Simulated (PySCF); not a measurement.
A geometry optimisation on `N/C=C(/O)C=[NH2+]`.

Method: CAM-B3LYP/def2-SVP geometry optimisation, gas phase (PySCF 2.14.0). Start geometry: GFN2-xTB. The input is one job of a driver script: a line of settings, then coordinates in Å.

Input:
```
{"job": {"xc": "CAM-B3LYP", "basis": "def2-SVP", "grid": 1, "kind": "geom"}, "charge": 1, "multiplicity": 1}
N      0.601579     0.604083     2.004984
C      0.499482     1.039428     0.759144
C      0.047336     0.339947    -0.349919
O      0.005109     0.925867    -1.585764
C     -0.399345    -0.985681    -0.328918
N     -0.813469    -1.579720    -1.423983
H      0.946042     1.214879     2.729149
H      0.345510    -0.332524     2.273983
H      0.810542     2.067140     0.602894
H      0.311694     1.839310    -1.570066
H     -0.415147    -1.547839     0.593125
H     -1.144620    -2.532055    -1.432870
H     -0.799103    -1.052348    -2.289487
```

Problem. Give the output.

Solution. 
```
step   0  E = -302.64429202  max force = 0.012192
step   1  E = -302.64503035  max force = 0.003425
step   2  E = -302.64500280  max force = 0.003334
step   3  E = -302.64504880  max force = 0.001620
step   4  E = -302.64505677  max force = 0.000541
step   5  E = -302.64504978  max force = 0.000979
step   6  E = -302.64505786  max force = 0.000337
optimisation converged
```

Energies in Eh; «max force» is the largest Cartesian gradient component in Eh/bohr.

Problem. How much energy does the optimisation release, in kcal/mol?

Solution. E(step 0) − E(last step) = 0.000766 Eh, which is 0.5 kcal/mol.

Problem. Give the first gradient maximum in eV/Å.

Solution. With 1 Eh/bohr = 51.422 eV/Å, 0.627 eV/Å.

In short: final energy -302.64506 Eh after 6 steps.

Problem. Give the final coordinates.

Solution. 0.024 Å rms from the input after alignment:
```
atom  x, y, z in Å
N1     0.6277    0.5718    2.0144
C2     0.5390    0.9960    0.7603
C3     0.0753    0.3285   -0.3638
O4     0.0448    0.8947   -1.6042
C5    -0.4061   -0.9823   -0.3460
N6    -0.8362   -1.5634   -1.4412
H7     0.9914    1.1867    2.7342
H8     0.3520   -0.3561    2.3150
H9     0.8859    2.0248    0.6118
H10    0.3611    1.8059   -1.6226
H11   -0.4417   -1.5661    0.5762
H12   -1.1887   -2.5148   -1.4445
H13   -0.8144   -1.0430   -2.3172
```

On one thread of an Intel Xeon Platinum 8259CL at 2.50 GHz, no GPU, on a shared host, this took 51 s and 0.56 GiB of memory at its peak.
Labels such as C1 count atoms from 1, the log's own numbers from 0.
